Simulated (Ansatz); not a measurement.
methylamine (SMILES CN) moved off its minimum; all values from Ansatz (a first-principles code), cores frozen in correlated methods.
(charge 0, multiplicity 1)
```xyz
7

C     -0.72201     0.15280     0.06591
N      0.74591    -0.03234    -0.25590
H     -1.02133    -0.64246    -0.58378
H     -1.00911     0.89791    -0.08983
H     -0.96443    -0.08113     1.24434
H      1.03259    -1.19594     0.02675
H      1.50470     0.66652     0.30067
```

Forces at wB97M-V/def2-TZVPP (eV/Å):

```tsv
atom	Fx	Fy	Fz
C1	9.501	-20.941	7.353
N2	3.194	-1.364	2.619
H3	-1.574	-0.156	0.009
H4	-7.452	19.926	-4.723
H5	0.306	0.319	-2.820
H6	-0.987	4.968	-0.846
H7	-2.988	-2.753	-1.591
```

### Question
Give the forces (eV/Å), the total energy and the dipole at CCSD(T)/aug-cc-pVTZ.

### Answer

```json
[
 {"atom": "C1", "Fx": "9.334", "Fy": "-21.063", "Fz": "7.488"},
 {"atom": "N2", "Fx": "3.276", "Fy": "-1.258", "Fz": "2.342"},
 {"atom": "H3", "Fx": "-1.604", "Fy": "-0.238", "Fz": "-0.040"},
 {"atom": "H4", "Fx": "-7.513", "Fy": "20.173", "Fz": "-4.797"},
 {"atom": "H5", "Fx": "0.310", "Fy": "0.286", "Fz": "-2.762"},
 {"atom": "H6", "Fx": "-0.937", "Fy": "4.767", "Fz": "-0.761"},
 {"atom": "H7", "Fx": "-2.866", "Fy": "-2.667", "Fz": "-1.470"}
]
```
Energy -95.5643 hartree, dipole 1.07 D.
